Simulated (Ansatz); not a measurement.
A nudged elastic band was laid between two geometries of CH3 + H4Si (9 atoms, charge 0, multiplicity 2).

Method: UKS revPBE-D4/def2-mTZVP in Ansatz.

```
movable images  : 6
climbing image  : no
spring          : 5.0 eV/Å²
optimiser       : quadratic models (default)
start path      : through a guess of the saddle point
force threshold : 0.03 eV/Å
iteration limit : 60
end points      : relaxed
```

Initial state:

```xyz
9
Properties=species:S:1:pos:R:3
H 0.425 0.063 0.235
Si 1.746 0.289 0.903
C -2.185 -0.362 -1.130
H 1.739 1.617 1.597
H 1.995 -0.793 1.908
H 2.838 0.273 -0.122
H -1.996 -1.433 -1.163
H -1.860 0.273 -1.951
H -2.703 0.073 -0.277
```

Final state:

```xyz
9
Properties=species:S:1:pos:R:3
H -0.894 -0.159 -0.461
Si 2.023 0.332 1.043
C -1.862 -0.310 -0.960
H 1.957 1.669 1.719
H 2.235 -0.765 2.043
H 3.092 0.314 -0.008
H -2.007 -1.380 -1.158
H -1.875 0.244 -1.908
H -2.669 0.055 -0.311
```

Q: What changes between the two ends?

A: Bonds broken: H1–Si2. Bonds formed: H1–C3. CH3 + H4Si becomes CH4 + H3Si.

Q: What energy profile does the band end with?

A: The forces met the threshold. The highest image is number 3 of 0 to 7, 2.9 kcal/mol above the first end and 22.2 kcal/mol above the last; the last end lies 19.3 kcal/mol below the first. No image climbed, so the highest image needn't sit at the top of the path.

| image | path coordinate (Å) | energy (kcal/mol) | H1–Si2 (Å) | H1–C3 (Å) |
| --- | --- | --- | --- | --- |
| 0 | 0.00 | 0.0 | 1.50 | 2.98 |
| 1 | 0.66 | 0.0 | 1.50 | 2.77 |
| 2 | 1.31 | 0.6 | 1.50 | 2.36 |
| 3 | 1.97 | 2.9 | 1.62 | 1.69 |
| 4 | 2.62 | -16.9 | 2.38 | 1.11 |
| 5 | 3.27 | -18.9 | 2.80 | 1.10 |
| 6 | 3.93 | -19.3 | 3.21 | 1.10 |
| 7 | 4.58 | -19.3 | 3.32 | 1.10 |

Q: What is the geometry of the highest image?

A: 
```xyz
9
Properties=species:S:1:pos:R:3
H -0.061 -0.012 -0.035
Si 1.359 0.225 0.701
C -1.548 -0.257 -0.799
H 1.266 1.398 1.634
H 1.743 -0.992 1.491
H 2.430 0.500 -0.315
H -1.717 -1.315 -0.588
H -1.296 -0.001 -1.829
H -2.176 0.455 -0.260
```

The run took 2.8 min on 2 threads of Arm Neoverse V1, on a shared host, peak memory 0.13 GiB.
